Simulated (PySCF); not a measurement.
C₄H₉Cl.
InChI=1S/C4H9Cl/c1-4(2,3)5/h1-3H3

A linear-response calculation (PySCF, def2-SVPD basis, gas phase, vertical, core orbitals frozen in the response) gave these numbers; the functional is withheld.

Orbital energies (eV): HOMO-3 -11.50, HOMO-2 -11.30, HOMO-1 -9.70, HOMO -9.70, LUMO 1.15, LUMO+1 1.55, LUMO+2 2.28.

```csv
state,E (eV),f,"main configurations (H = HOMO, L = LUMO)"
S1,7.19,0.0009,H-1/H→L+1 (≥87%)
S2,7.19,0.0009,H-1/H→L+1 (≥87%)
S3,8.14,0.061,"H-1/H→L (≥84%), H-1/H→L+4 (≥10%)"
S4,8.14,0.061,"H-1/H→L (≥84%), H-1/H→L+4 (≥10%)"
S5,9.27,0.0018,"H-1/H→L+3 (≥24%), H-1/H→L+2 (≥23%), H-1/H→L+4 (≥21%)"
S6,9.27,0.0018,"H-1/H→L+2 (≥23%), H-1/H→L+3 (≥23%), H-1/H→L+4 (≥21%)"
```

Triplets (Tamm–Dancoff): T1 6.52 eV, H-1/H→L+1 (≥82%); T2 6.52 eV, H-1/H→L+1 (≥82%); T3 8.00 eV, H-1/H→L (≥79%), H-1/H→L+4 (≥12%); T4 8.00 eV, H-1/H→L (≥79%), H-1/H→L+4 (≥12%).

Vertical ionisation energy by ΔSCF with the same functional: 10.75 eV. Mean static polarisability: 65.1 au.

Orbitals of the list HOMO-3 to LUMO+2 that lie within 0.01 eV of each other are written together with a slash and their weights summed (≥ marks a lower bound); for degenerate orbitals outside that list single weights are arbitrary.

Question: Which of these was used?
A. PBE
B. HF
C. B3LYP
D. CAM-B3LYP

Answer: D. CAM-B3LYP is range-separated, 19% exact exchange at short range and 65% at long range (ω = 0.33 bohr⁻¹). In this run −ε(HOMO) = 9.70 eV differs from the ΔSCF value by -1.05 eV, and S1 differs from the orbital gap of 10.85 eV by -3.66 eV. The ratio −ε(HOMO)/IP is 0.90. Small neutral molecules mostly give 0.85 to 0.93 with CAM-B3LYP, 0.5 to 0.7 with PBE, 0.67 to 0.83 with B3LYP; Hartree–Fock can't fall below 1, since the ion's relaxation only lowers the ΔSCF value. The other options: PBE, a GGA without exact exchange; HF, time-dependent Hartree–Fock, 100% exact exchange; B3LYP, a global hybrid with 20% exact exchange.

Computed with TDDFT CAM-B3LYP/def2-SVPD, vertical, gas phase, core orbitals frozen in the response in PySCF. Geometry: PBE0-D3(BJ)/def2-SVP; no solvent, vibrations or thermal averaging.
